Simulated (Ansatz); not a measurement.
hcp Sc was calculated with LDA (PAW; Ansatz, a quantum-chemistry and plane-wave program).

A relaxed, unreconstructed slab of the (11-20) face has 16 atoms, two equal faces of 28.005 Å² each and an energy of -33419.1993 eV. A bulk cell of 4 atoms with the same orientation and in-plane k mesh has -8356.0618 eV. Energies are extrapolated to zero smearing.

Settings: plane-wave cutoff 500 eV, 12×10×1 k mesh (along the axes of the cell as run), Fermi–Dirac smearing 0.1 eV, scalar-relativistic PAW data made under PBE.

Worked out: γ = (E_slab − N E_bulk per atom)/2A = [-33419.1993 − 16 × (-8356.0618/4)]/(2 × 28.005) = 0.0901 eV/Å². With 16.022 J/m² per eV/Å² this is 1.44 J/m², or 2.52 eV per surface cell and face.
